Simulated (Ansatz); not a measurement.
# C3H5FS: up Jacob's ladder to CCSD(T)

Aim: compute C3H5FS with functionals from several rungs and with coupled cluster, and see how far each lands from CCSD(T) at the basis-set limit for the atomisation energy.

The runs use Ansatz 0.2.0, Gaussian basis; functionals in def2-TZVPP, the program's frozen cores in correlated methods.

Plan: PBE-D4, r2SCAN-D4, PBE0-D4, B3LYP-D4, ωB97X-V, ωB97M-V, B2PLYP; CCSD(T)/def2-TZVPP; MP2/def2-QZVPP; extrapolation to the limit.

### Step 1. The relaxed structure

An earlier PBE0-D4 in a triple-zeta def2 set relaxation fixed the geometry.

SMILES `CC(=S)CF`, 10 atoms, charge 0, spin multiplicity 1.

Atoms are counted from 1 here; the program's logs count them from 0.

Bond lengths: C1–C2 1.485 Å, C1–H6 1.095 Å, C1–H7 1.087 Å, C1–H8 1.095 Å, C2–S3 1.617 Å, C2–C4 1.503 Å, C4–F5 1.380 Å, C4–H9 1.094 Å, C4–H10 1.094 Å. Angles: C2–C1–H6 109.9°, C2–C1–H7 110.9°, C2–C1–H8 109.9°, H6–C1–H7 110.3°, H6–C1–H8 105.5°, H7–C1–H8 110.3°, C1–C2–S3 124.6°, C1–C2–C4 116.6°, S3–C2–C4 118.8°, C2–C4–F5 112.5°, C2–C4–H9 109.5°, C2–C4–H10 109.6°, F5–C4–H9 108.3°, F5–C4–H10 108.4°, H9–C4–H10 108.4°.

As a file:

```tsv
atom	x (Å)	y (Å)	z (Å)
C1	0.47987	-0.58396	1.05328
C2	0.26048	-0.40027	-0.40373
S3	0.86423	-1.36500	-1.55266
C4	-0.58661	0.77131	-0.81315
F5	-1.02838	1.50782	0.26686
H6	0.94201	0.31405	1.47670
H7	1.10254	-1.45428	1.24502
H8	-0.48318	-0.68677	1.56461
H9	-1.45991	0.41516	-1.36734
H10	-0.00815	1.43074	-1.46657
```

### Step 2. PBE-D4 (GGA)

The input, in.yaml:

```yaml
crystal:
  periodic: [false, false, false]
  atoms:
    - {symbol: C, position_ang: [0.479869, -0.583959, 1.053279]}
    - {symbol: C, position_ang: [0.260476, -0.400267, -0.403734]}
    - {symbol: S, position_ang: [0.864234, -1.365004, -1.552663]}
    - {symbol: C, position_ang: [-0.586615, 0.771310, -0.813152]}
    - {symbol: F, position_ang: [-1.028375, 1.507821, 0.266855]}
    - {symbol: H, position_ang: [0.942011, 0.314053, 1.476705]}
    - {symbol: H, position_ang: [1.102535, -1.454277, 1.245018]}
    - {symbol: H, position_ang: [-0.483184, -0.686772, 1.564605]}
    - {symbol: H, position_ang: [-1.459905, 0.415157, -1.367342]}
    - {symbol: H, position_ang: [-0.008147, 1.430739, -1.466571]}
basis:
  gaussian: {orbitals: def2-TZVPP}
hamiltonian: {xc: pbe, dispersion: d4}
output: {forces: true, orbitals: {seedname: orbitals}}
```

Launch:

```
> ansatz run in.yaml --threads 4 --pin off --events-out ev --progress --plain --max-ram 10444MiB
```

The runs that follow: r2SCAN-D4 (meta-GGA); PBE0-D4 (hybrid); B3LYP-D4 (hybrid); ωB97X-V (range-separated); ωB97M-V (range-separated); B2PLYP (double hybrid); CCSD(T) in def2-TZVPP; MP2 in def2-QZVPP.

Before running them: what should the planned runs give, taken together? Wanted: atomisation energy, CCSD(T)/CBS; farthest; mean size of error, hybrid; mean size of error, range-separated; gap, smallest and largest; T1 diagnostic; triples share of the correlation energy.

As calculated:

```
                               quantity                                value
        atomisation energy, CCSD(T)/CBS                        3891.1 kJ/mol
 functionals within 19.5 kJ/mol (0.5 %)                    B3LYP-D4, ωB97X-V
                               farthest               PBE-D4 (+127.4 kJ/mol)
             mean size of error, hybrid                          19.3 kJ/mol
    mean size of error, range-separated                          15.0 kJ/mol
              gap, smallest and largest  2.31 eV (PBE-D4), 9.03 eV (ωB97X-V)
                          T1 diagnostic                               0.0152
triples share of the correlation energy                                4.1 %
```

What this shows: PBE-D4 misses by +127.4 kJ/mol. Double hybrids carry the basis error of their MP2 part in triple zeta, and no dispersion term here, so their miss is partly the set-up's. The reference freezes the cores and leaves out relativity and excitations past (T), so misses under about 19.5 kJ/mol can't be ranked. Hartree-Fock recovers 72 % of the binding; the rest is correlation. Orbital gaps span 2.3 to 9.0 eV; exact exchange widens them. The restricted reference is unstable towards a spin-broken one.
